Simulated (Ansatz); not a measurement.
Input file:

```yaml
crystal:
  periodic: [false, false, false]
  atoms:
    - {symbol: Hf, position_ang: [0.000000, 0.000000, 0.000000]}
    - {symbol: S, position_ang: [0.000000, 0.000000, 7.329000]}
basis:
  gaussian: {orbitals: def2-SVP}
magnetization: {spin_polarized: false}
correlation: {method: mp2, electrons: all}
output: {forces: true}
```

```sh
$ ansatz run in.yaml --threads 1 --pin off --events-out ev --progress --plain --max-ram 2393MiB
```

The program prints:

```
482 factors; integrals over basis functions are off by at most 1.6e-4 eV
mean field evaluation 1: about -12074.8226 eV, gradient 3.7e1 eV
mean field evaluation 2: about -12074.8226 eV, gradient 3.7e1 eV
mean field evaluation 4: about -11935.4173 eV, gradient 9.2e1 eV
mean field evaluation 8: about -12097.3412 eV, gradient 7.3e0 eV
mean field evaluation 16: about -12097.7931 eV, gradient 2.3e-2 eV
mean field evaluation 32: about -12095.2322 eV, gradient 2.0e1 eV
mean field evaluation 64: about -12095.2499 eV, gradient 2.0e1 eV
mean field evaluation 96: about -12097.7930 eV, gradient 4.4e-6 eV
mean field evaluation 128: about -12097.7924 eV, gradient 6.3e-4 eV
mean field evaluation 160: about -12097.7928 eV, gradient 6.0e-2 eV
mean field evaluation 192: about -12097.7928 eV, gradient 5.8e-2 eV
mean field evaluation 224: about -12097.7913 eV, gradient 7.3e-2 eV
mean field evaluation 256: about -12097.7931 eV, gradient 2.0e-3 eV
mean field evaluation 288: about -12097.7930 eV, gradient 7.3e-2 eV
mean field evaluation 320: about -12097.7931 eV, gradient 6.5e-4 eV
mean field evaluation 352: about -12097.8134 eV, gradient 1.2e0 eV
mean field evaluation 384: about -12097.7892 eV, gradient 8.8e-4 eV
mean field evaluation 416: about -12097.7909 eV, gradient 4.3e-1 eV
mean field evaluation 448: about -12093.7882 eV, gradient 6.2e0 eV
mean field evaluation 480: about -12097.7835 eV, gradient 4.6e-1 eV
mean field evaluation 512: about -12089.0715 eV, gradient 1.3e1 eV
mean field -12097.79306344 eV, -444.5856949029 hartree, gradient 2.2e-10 eV, S^2 0.000000; 26 other end points of the search recorded, 0 dependent functions left out; unrestricted orbitals would lower it
mean field evaluation 544: about -12100.6268 eV, gradient 9.4e-3 eV
unrestricted determinant -12100.62799029 eV, -444.6898765429 hartree, S^2 2.0216
reference -12097.79306344 eV, -444.5856949029 hartree; 14, 14 occupied and 36, 36 virtual orbitals, 482 factors
second order -7.22032612 eV of doubles, -0.00000000 eV of singles
the calculation of the forces begins
Total energy: -12105.01338956 eV, -444.8510369937 hartree
Atom 0 at     0.000000     0.000000     0.000000 Å, force     0.000000    -0.000000     0.004938 eV/Å
Atom 1 at     0.000000     0.000000     7.329000 Å, force    -0.000000     0.000000    -0.004938 eV/Å
Dipole moment:     0.000000     0.000000     0.009577 e Å
```

Forces (eV/Å):
```
Hf   0.000  0.000  0.005
S    0.000  0.000 -0.005
```

Ran on 1 thread of Arm Neoverse V1, shared host: 6.5 s wall, 0.16 GiB peak host memory.
